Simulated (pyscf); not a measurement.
## Rearrangement: H₂C=C(CH₃)–CH₃ (SMILES C=C(C)C) → C₄H₈ (SMILES CC1CC1)

Gas phase, singlet surface, charge 0. Bonds broken: C1–H7. Bonds formed: C1–C3, C2–H7. Optimised with ωB97X-D3(BJ)/def2-SVP in PySCF. Correlated levels are frozen-core, on RHF or UHF. ΔMP2 is the change of the MP2 total energy from the triple- to the quadruple-zeta basis.

Transition state (Å):

```xyz
12

C      0.9398     0.1076     0.7530
C     -0.2271     0.8024     0.1342
C      0.1552     1.9762    -0.5668
C     -1.4316    -0.0101    -0.3153
H      1.9471     0.3230     0.3811
H      0.8623    -0.2380     1.7919
H     -0.3383     1.2424     1.1841
H     -0.1472     2.1715    -1.6020
H      0.8594     2.6676    -0.0990
H     -2.2849     0.6492    -0.5397
H     -1.1705    -0.5763    -1.2227
H     -1.7289    -0.7361     0.4565
```

One imaginary mode, 711i cm⁻¹; descent along it reached the two sides named.

```csv
bond,change,reactant side (Å),saddle,product side
C1–H7,breaks,1.104,1.763,2.211
C1–C3,forms,2.493,2.419,1.507
C2–H7,forms,2.161,1.144,1.096
```

Electronic energies relative to the reactant's lowest minimum found (kJ/mol):

```csv
level,barrier,reaction energy,reverse barrier
ωB97X-D3(BJ)/def2-TZVP,409.0,+27.9,381.1
PBE/def2-TZVP,340.2,+30.2,310.0
r²SCAN/def2-TZVP,361.5,+32.3,329.2
B3LYP-D3(BJ)/def2-TZVP,372.0,+46.1,326.0
PBE0-D3(BJ)/def2-TZVP,375.5,+24.4,351.1
M06-2X/def2-TZVP,398.1,+24.1,373.9
ωB97M-D3(BJ)/def2-TZVP,399.4,+35.1,364.3
HF/def2-TZVP,475.4,+46.6,428.7
MP2/def2-QZVPP,360.8,+29.7,331.1
CCSD/def2-TZVPP,384.8,+36.8,348.0
CCSD(T)/def2-TZVPP,350.1,+38.5,311.6
CCSD(T)/def2-TZVPP + ΔMP2(QZVPP),348.9,+39.2,309.7
```

With CCSD(T)/def2-TZVPP + ΔMP2(QZVPP) energies and thermal terms (ideal gas, 1 atm, RRHO with modes under 100 cm⁻¹ raised to 100, one conformer, R ln 2 for chiral ones without a mode under 150 cm⁻¹), in kJ/mol:

```
T (K)    ΔH‡    ΔG‡     ΔH     ΔG
-----  -----  -----  -----  -----
298    334.7  333.2  +42.2  +44.6
600    335.0  331.5  +40.6  +47.8
900    334.6  329.8  +40.2  +51.6
1200   333.5  328.4  +40.0  +55.4
```

One saddle was located; it need not be the lowest between these sides. A restricted solution here is unstable towards spin polarisation, so biradical character is likely and single-reference numbers are less safe. The CCSD(T) − MP2 part came from Ansatz, without density fitting, on the same reference.
